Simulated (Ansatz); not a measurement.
# MgSiH2 (singlet): from Hartree-Fock to the top rungs at distance Si1–H3 = 1.396 Å, 6-31G

An exercise on one series of results from a longer session: the logs are not shown, and one member is left open.

Program: Ansatz 0.2.0, Gaussian basis. Level of theory: 6-31G, core rule «outside noble gas», up to 10 orbitals frozen. These are calculated values, not measurements.

The runs, in order: UHF; CCSD(T) on RHF; CCSD(T) on UHF; BCCD(T) on RHF; CISD; CCSDT(Q) on RHF; CCSDTQ on RHF; CASSCF and MRCISD+Q, 2 electrons in 2 orbitals; CASSCF and NEVPT2, 2 electrons in 2 orbitals; Full CI.

38 further runs of the same task are left out: 16 for a known fault of the program, 18 that didn't finish, 4 set aside as unsound or not needed. Runs told in other sessions of the task aren't counted.

## The geometry

The geometry derives from a PBE0/def2-TZVP stationary point (not a proven minimum). One bond is set to the value named and the two fragments are kept rigid.

4 atoms, charge 0, spin multiplicity 1.

Atoms are counted from 1 here; the program's logs count them from 0.

Bond lengths: Si1–Mg2 2.671 Å, Si1–H3 1.396 Å, Mg2–H4 1.719 Å. Angles: Mg2–Si1–H3 87.6°, Si1–Mg2–H4 177.9°.

Coordinates:

| atom | x (Å) | y (Å) | z (Å) |
| --- | --- | --- | --- |
| Si1 | 0.0000 | -0.0732 | 1.2737 |
| Mg2 | 0.0000 | 0.0285 | -1.3953 |
| H3 | 0.0000 | 1.3228 | 1.2692 |
| H4 | 0.0000 | 0.0296 | -3.1139 |

Set-up of the first run:

File in.yaml:

```yaml
crystal:
  periodic: [false, false, false]
  atoms:
    - {symbol: Si, position_ang: [0.000000, -0.073235, 1.273670]}
    - {symbol: Mg, position_ang: [0.000000, 0.028542, -1.395282]}
    - {symbol: H, position_ang: [0.000000, 1.322758, 1.269212]}
    - {symbol: H, position_ang: [0.000000, 0.029624, -3.113897]}
basis:
  gaussian: {orbitals: 6-31G}
magnetization: {spin_polarized: true, initial_magnetization: 0}
hamiltonian: {xc: hf}
output: {orbitals: {seedname: orbitals}}
```

Started as:

```console
$ ansatz run in.yaml --threads 1 --pin off --events-out ev --progress --plain --max-ram 2393MiB
```

Among the steps run: UHF; CCSD(T) on RHF; CCSD(T) on UHF; BCCD(T) on RHF; CISD; CCSDT(Q) on RHF; CCSDTQ on RHF; CASSCF and MRCISD+Q, 2 electrons in 2 orbitals; CASSCF and NEVPT2, 2 electrons in 2 orbitals; Full CI.

One of the session's tables, all rows but one given; the rest of the session is left out.

| method | from FCI (meV) |
| --- | --- |
| RHF | +2280.9 |
| UHF | +2063.2 |
| RMP2 | +730.2 |
| UMP2 | +673.8 |
| CISD | +180.9 |
| RCCSD | +56.7 |
| UCCSD | +48.6 |
| RCCSD(T) | +20.3 |
| UCCSD(T) | +14.6 |
| BCCD(T) | +20.1 |
| RCCSDT | ? |
| RCCSDT(Q) | +1.4 |
| RCCSDTQ | +0.1 |
| CASSCF pair | +1851.3 |
| NEVPT2 pair | +636.9 |
| MRCISD pair | +125.8 |
| MRCISD+Q pair | -5.8 |
| FCI | 0 |

Q: Estimate the row for RCCSDT from the others.

As computed: from FCI (meV): +4.8. In the column «from FCI (meV)» it lies between RCCSDT(Q) (+1.4) and UCCSD(T) (+14.6).

Caveats from the session: The determinant of HF (⟨S²⟩ 0.66) is far from a pure spin state, so its energy mixes those of several spin states; that is harmless only where they are near-degenerate. The determinant of CCSD(T) (⟨S²⟩ 0.66) is far from a pure spin state, so its energy mixes those of several spin states; high orders of coupled cluster remove much of that, low ones don't. MRCISD+Q pair falls below full CI: the +Q correction isn't variational, and the cores differ from full CI's. Restricted and unrestricted rows rest on different reference determinants; a gap between their highest levels can come from leftover correlation error, from unlike frozen cores or from another state.
